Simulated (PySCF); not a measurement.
Calculation: PySCF with PBE-D3(BJ)/def2-TZVP // B3LYP-D3(BJ)/def2-TZVP. Isolated molecules, 0 K electronic values unless said otherwise. 

Reference species (SMILES): `C#C` (neutral, multiplicity 1).

| Property | Result |
|---|---|
| S1 oscillator strength | 0.000 |
| HOMO | -7.17 eV |

Changed species: `C(#C)[SeH]` (X = selanyl; the reference has X = H).

Q: Give the shifts of the S1 oscillator strength and HOMO.

A: the S1 oscillator strength stays essentially unchanged; the HOMO increases by 1.45 eV, to -5.72 eV.
